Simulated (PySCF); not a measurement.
diphosphorus (P2), SMILES P#P.

The structure is a stationary point at B3LYP-D3(BJ)/def2-TZVPD.

The numbers are results of TDA-ωB97X/def2-TZVPD run with PySCF, not measurements.

Vertical excitations; the highest root listed may be one member of a degenerate set. Gas-phase values at a fixed geometry. State labels are in the subgroup D2h.

Question: Estimate the UV-visible absorptions. (An estimate is asked for; the answer gives what the named calculation found.)

Answer: 
| state | symmetry | energy (eV) | λ (nm) | f | main pairs |
|---|---|---|---|---|---|
| S1 | Au | 3.39 | 365 | 0.000 | HOMO−1→LUMO 50 %, HOMO→LUMO+1 50 % |
| S2 | Au | 3.74 | 332 | 0.000 | HOMO→LUMO+1, HOMO−1→LUMO (degenerate set) |
| S3 | B1u | 3.74 | 332 | 0.000 | HOMO→LUMO, HOMO−1→LUMO+1 (degenerate set) |
| S4 | B2g | 4.40 | 282 | 0.000 | HOMO−2→LUMO (degenerate set) |
| S5 | B3g | 4.40 | 282 | 0.000 | HOMO−2→LUMO+1 (degenerate set) |
| S6 | B1u | 6.96 | 178 | 0.298 | HOMO−1→LUMO+1 33 %, HOMO→LUMO 33 %, HOMO−2→LUMO+7 15 %, HOMO−2→LUMO+2 14 % |
| S7 | B2u | 7.79 | 159 | 0.197 | HOMO−1→LUMO+3 (degenerate set) |
| S8 | B3u | 7.79 | 159 | 0.197 | HOMO→LUMO+3 (degenerate set) |
| S9 | B3g | 8.19 | 151 | 0.000 | HOMO−1→LUMO+2 (degenerate set) |
| S10 | B2g | 8.19 | 151 | 0.000 | HOMO→LUMO+2 (degenerate set) |
| T1 | B1u | 2.50 | 497 | 0 | HOMO→LUMO 49 %, HOMO−1→LUMO+1 49 % |
| T2 | Au | 2.91 | 426 | 0 | HOMO−1→LUMO, HOMO→LUMO+1 (degenerate set) |
| T3 | B1u | 2.91 | 426 | 0 | HOMO−1→LUMO+1, HOMO→LUMO (degenerate set) |
| T4 | Au | 3.39 | 365 | 0 | HOMO→LUMO+1 50 %, HOMO−1→LUMO 50 % |
Triplets are in the Tamm–Dancoff approximation.
